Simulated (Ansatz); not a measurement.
Process, species as SMILES: FF (F2) → 2 F atom
B3LYP-D3(BJ)/def2-TZVP geometries, fixed; electronic energies without zero-point terms.

Effect of the final integration grid (spheres per factor e of radius in core and valence, angular degree) at PBE/aug-cc-pVTZ with Ansatz (a program for electronic structure), against the last row, where the bond dissociation energy is 52.84 kcal/mol. Open shells are unrestricted. The default's grid is 13, 11, 36.

```tsv
setting	largest shift of a total energy (mEh)	shift of the bond dissociation energy (kcal/mol)
accuracy: medium (default)	0.000	0.000
final_grid: 4, 3, 11	0.382	-0.461
final_grid: 6, 5, 17	0.062	-0.031
final_grid: 8, 7, 23	-0.005	0.002
final_grid: 10, 9, 29	0.002	-0.001
final_grid: 18, 15, 47	0.000	0.000
final_grid: 26, 22, 59	0.000	0.000
```

Within 0.3 kcal/mol in the bond dissociation energy: accuracy: medium (default); final_grid: 6, 5, 17; final_grid: 8, 7, 23; final_grid: 10, 9, 29; final_grid: 18, 15, 47. The largest shift is 0.382 mEh in a total energy and 0.461 kcal/mol in the difference.
